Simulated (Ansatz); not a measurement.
Results of PBE (Ansatz, an electronic-structure program, PAW) for fcc Ni.

Settings: plane-wave cutoff 520 eV, 26×26×26 k mesh, Fermi–Dirac smearing 0.05 eV, spin-polarised with parallel moments, scalar-relativistic PAW data made under PBE.

The cell has the measured lattice: a = b = c = 3.524 Å, α = β = γ = 90.00°.

Q: Predict the magnetic moment per atom (the cell's total over its atoms).

A: 
magnetic moment per atom (the cell's total over its atoms): 0.64 μB

The run finds no gap.

Note: cell and atoms aren't relaxed at this level (pressure -0.9 GPa).

Moments are spin moments.

Static lattice: no zero-point or thermal effects.

It cost roughly 12 core-seconds of CPU time.
